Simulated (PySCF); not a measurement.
**PN (phosphorus nitride): CISD/STO-6G**

Aim: the energy change on altering one bond length of PN (phosphorus nitride) at CISD/STO-6G, from 2 runs. The job is set up through a Python script.

Program for the calculation: PySCF 2.14.0.

14 further runs of the same task are left out: 4 that didn't finish, 10 set aside as unsound or not needed.

## 1. Starting point

The species is PN (2 atoms), meant as a singlet with charge 0. As SMILES, `N#P`. The bond length is the measured one.

Bond lengths: N1–P2 1.491 Å.

## 2. The energy at CISD/STO-6G

job.py reads:

```python
from pyscf import gto, scf, ci

system = gto.Mole()
system.atom = [
    ('N', (0.000000, 0.000000, 0.000000)),
    ('P', (0.000000, 0.000000, 1.490866)),
]
system.basis = 'sto-6g'
system.charge = 0
system.max_memory = 1860
system.spin = 0
system.verbose = 3
system.build()

mf = scf.RHF(system)
mf.conv_tol = 1e-10
mf.kernel()
if not mf.converged:
    mf = mf.newton().run(mf.mo_coeff, mf.mo_occ)

cisd = ci.CISD(mf, frozen=6)
cisd.kernel()
e_tot = cisd.e_tot
print('E = %.10f Eh' % e_tot)
```

The run is started by

```
$ OMP_NUM_THREADS=1 python job.py
```

Standard output:

```text
converged SCF energy = -393.742882127296
E(RCISD) = -393.8982574737311  E_corr = -0.1553753464355232
E = -393.8982574737 Eh
```

Run time: 0.76 s. Hardware: 1 thread of Arm Neoverse V1, shared host; peak memory 0.1 GiB.

## 3. The distorted shape at the same level

input.py reads:

```python
from pyscf import gto, scf, ci

mol = gto.Mole()
mol.atom = '''
N      0.000000     0.000000    -0.563392
P      0.000000     0.000000     2.817328
'''
mol.unit = 'bohr'
mol.max_memory = 1860
mol.charge = 0
mol.basis = 'sto-6g'
mol.verbose = 3
mol.spin = 0
mol.build()

myscf = scf.RHF(mol)
myscf.conv_tol = 1e-10
myscf.kernel()
if not myscf.converged:
    myscf = myscf.newton().run(myscf.mo_coeff, myscf.mo_occ)

cisd = ci.CISD(myscf, frozen=6)
cisd.kernel()
e_tot = cisd.e_tot
print('E(%s) = %.9f' % ('CISD', e_tot))
```

The run is started by

```
$ OMP_NUM_THREADS=1 python input.py
```

Standard output:

```text
converged SCF energy = -393.61838233311
E(RCISD) = -393.8314348443032  E_corr = -0.2130525111934702
E(CISD) = -393.831434844
```

It took 0.76 s on 1 thread of Arm Neoverse V1, shared host; peak memory 0.1 GiB.

## 4. Results

At CISD/STO-6G, 6 core orbitals frozen:

| quantity | value |
| --- | --- |
| first shape: total energy | -393.89826 Eh |
| first shape: dipole moment (Hartree–Fock density) | 2.09 D |
| first shape: HOMO energy (Hartree–Fock orbitals) | -8.75 eV |
| first shape: LUMO energy (Hartree–Fock orbitals) | 6.94 eV |
| first shape: HOMO–LUMO gap (Hartree–Fock orbitals) | 15.69 eV |
| first shape: correlation energy (6 core orbitals frozen) | -155.4 mEh |
| distorted shape: total energy | -393.83143 Eh |
| distorted shape: dipole moment (Hartree–Fock density) | 1.91 D |
| distorted shape: HOMO energy (Hartree–Fock orbitals) | -6.47 eV |
| distorted shape: LUMO energy (Hartree–Fock orbitals) | 5.20 eV |
| distorted shape: HOMO–LUMO gap (Hartree–Fock orbitals) | 11.67 eV |
| distorted shape: correlation energy (6 core orbitals frozen) | -213.1 mEh |
| energy change with the N1–P2 bond stretched from 1.491 to 1.789 Å | 1.818 eV |

In words: With the N1–P2 bond stretched from 1.491 to 1.789 Å the energy rises by 1.82 eV (42 kcal/mol). The first shape isn't relaxed at this level, so the change isn't measured from a minimum. The minimal basis adds a large error of its own.
